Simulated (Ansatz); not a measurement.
## H4NP, SMILES NP: a relaxed scan of one distance, step by step

Program: the Ansatz DFT code, driven from Python.

Run as a notebook:

```python
import ansatz as az
import numpy as np
```

```python
geometry_ang = [
    ('N', (0.3, -0.8185, 0.0926)),
    ('P', (-0.5752, 0.701, -0.1062)),
    ('H', (0.0295, -1.4049, -0.7109)),
    ('H', (0.017, -1.2588, 0.9141)),
    ('H', (0.2131, 1.2591, -1.1631)),
    ('H', (0.0576, 1.4581, 0.9273)),
]
mol = az.Crystal.molecule()
for symbol, xyz in geometry_ang:
    mol = mol.atom(symbol, xyz)

setup = mol.calculation()
setup = setup.basis(gaussian='def2-SVP').functional('PBE', dispersion='d3bj')
symbols = [site.symbol for site in mol.cartesian_sites]
pairs = [(0, 1), (0, 2), (0, 3), (1, 4), (1, 5)]
print('held (A)   E (eV)        ', '  '.join(f'{symbols[i]}{i}-{symbols[j]}{j}' for i, j in pairs))
for length in [1.31, 1.43, 1.54, 1.71, 1.93]:
    report = setup.relax(constraints=[az.DistanceConstraint((1, 5), at=length)], force_tolerance=0.02, max_steps=60).run(threads=1).report
    xyz = np.array(report['positions_ang'])
    print(f'{length:6.2f} {report["free_energy_ev"]:14.5f}  ', '  '.join(f'{np.linalg.norm(xyz[i] - xyz[j]):.3f}' for i, j in pairs))
```

    held (A)   E (eV)         N0-P1  N0-H2  N0-H3  P1-H4  P1-H5
    DeckWarning: relax.constraints: the input's atoms, or those drawn, lie off the distances that are held; a relaxation that starts there is brought onto them ahead of its first SCF, by positions alone, an atom by 5.95e-2 Å at the most. With the symmetry detection on, the symmetry is detected on the input's atoms as so brought (as typed, where only the drawn atoms reach the distances), and notices that speak of the structure as typed mean those atoms
      1.31   -10833.04249   1.733  1.023  1.024  1.445  1.310
      1.43   -10833.27718   1.732  1.023  1.024  1.443  1.430
      1.54   -10833.20929   1.728  1.024  1.023  1.457  1.540
      1.71   -10832.92927   1.723  1.025  1.024  1.442  1.710
      1.93   -10832.38021   1.714  1.025  1.024  1.441  1.930

The settings weren't tested for convergence. Warnings are shown shortened and without file and line. The energies are electronic: no zero-point or thermal terms, and the basis set is short of its limit. Wall time of the script: 100 s on 1 thread of Arm Neoverse V1, with other jobs on the host, peak memory 0.18 GiB.
